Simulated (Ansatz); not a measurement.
# AlH4NO: the cost of one run

All numbers below are computed with Ansatz 0.2.0 (RKS LDA/def2-SVP).

## (1) The starting structure

Bond lengths: Al1–H2 1.560 Å, Al1–N3 1.920 Å, N3–H4 1.060 Å, N3–H5 1.060 Å, Al1–O6 1.780 Å, O6–H7 1.010 Å. Angles: H2–Al1–N3 120.0°, H2–Al1–O6 120.0°, N3–Al1–O6 120.0°, Al1–N3–H4 120.0°, Al1–N3–H5 120.0°, H4–N3–H5 120.0°, Al1–O6–H7 109.5°.

Coordinates:

```xyz
7

Al    0.0000    0.0000    0.0000
H     0.0000    0.0000    1.5600
N     1.6627    0.0000   -0.9600
H     2.1293   -0.9179   -1.2118
H     2.1141    0.9179   -1.2382
O    -1.5415    0.0000   -0.8900
H    -2.0512   -0.8467   -0.6815
```

## (2) Preparing the start

File input.yaml:

```yaml
crystal:
  periodic: [false, false, false]
  atoms:
    - { symbol: Al, position_ang: [0.0, 0.0, 0.0] }
    - { symbol: H, position_ang: [0.0, 0.0, 1.56] }
    - { symbol: "N", position_ang: [1.6627, 0.0, -0.96] }
    - { symbol: H, position_ang: [2.1293, -0.9179, -1.2118] }
    - { symbol: H, position_ang: [2.1141, 0.9179, -1.2382] }
    - { symbol: O, position_ang: [-1.5415, 0.0, -0.89] }
    - { symbol: H, position_ang: [-2.0512, -0.8467, -0.6815] }
basis:
  gaussian: { orbitals: def2-SVP }
hamiltonian:
  xc: lda
relax:
  f_tol: 0.02
  max_steps: 40
```

Started as:

```bash
> ansatz run input.yaml --threads 1 --pin off --max-ram 2048MiB --backend cpu --events-out ev --progress --plain --runs-dir out
```

**Question.** How long does this run take on 1 thread of Intel Xeon Platinum 8488C (Sapphire Rapids), shared host, and how much memory does it need?

About 8.5 s, with a peak of 0.14 GiB.
